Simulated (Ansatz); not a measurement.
A nudged elastic band was laid between two geometries of HO2Si (4 atoms, charge 0, multiplicity 2).

Computed with UKS BLYP-D4/6-31G* (Ansatz).

* movable images: 7
* climbing image: yes
* spring: 5.0 eV/Å²
* optimiser: quadratic models (default)
* start path: through a guess of the saddle point
* force threshold: 0.03 eV/Å
* iteration limit: 60
* end points: relaxed

Initial state:

```xyz
4
Properties=species:S:1:pos:R:3
O 1.452 0.541 -0.265
Si -0.005 -0.037 0.017
O -1.248 0.876 -0.384
H -0.199 -1.380 0.632
```

Final state:

```xyz
4
Properties=species:S:1:pos:R:3
O 0.896 -0.315 0.133
Si -0.730 0.081 -0.028
O -1.218 1.432 -0.638
H 1.052 -1.198 0.534
```

(1) What changes between the two ends?

(2) What energy profile does the band end with?

(3) What is the geometry of the highest image?

(4) What are the harmonic wavenumbers there?

## Answers

(1) Bonds broken: Si2–H4. Bonds formed: O1–H4.

(2) The run converged. The highest image is number 4 of 0 to 8, 78.9 kJ/mol above the first end and 177.1 kJ/mol above the last; the last end lies 98.2 kJ/mol below the first. A vibrational analysis at the climbing image gives one clearly imaginary mode, 1211i cm⁻¹: a first-order saddle point.

```
image  path coordinate (Å)  energy (kJ/mol)  Si2–H4 (Å)  O1–H4 (Å)
    0                 0.00              0.0        1.49       2.69
    1                 0.28             15.9        1.48       2.42
    2                 0.56             36.8        1.52       2.14
    3                 0.84             57.9        1.56       1.82
    4                 1.12             78.9        1.63       1.49
    5                 1.40             27.9        1.71       1.17
    6                 1.67            -47.6        1.89       1.01
    7                 1.95            -85.6        2.08       0.99
    8                 2.22            -98.2        2.26       0.98
```

(3) 
```xyz
4
Properties=species:S:1:pos:R:3
O 1.325 -0.032 -0.002
Si -0.282 0.168 -0.073
O -1.521 1.010 -0.442
H 0.477 -1.146 0.517
```

(4) 1211i, 231, 268, 842, 1223, 1713 cm⁻¹.

Time of the run: 3.1 min on 1 thread of Arm Neoverse N1 (shared host), peak memory 0.12 GiB.
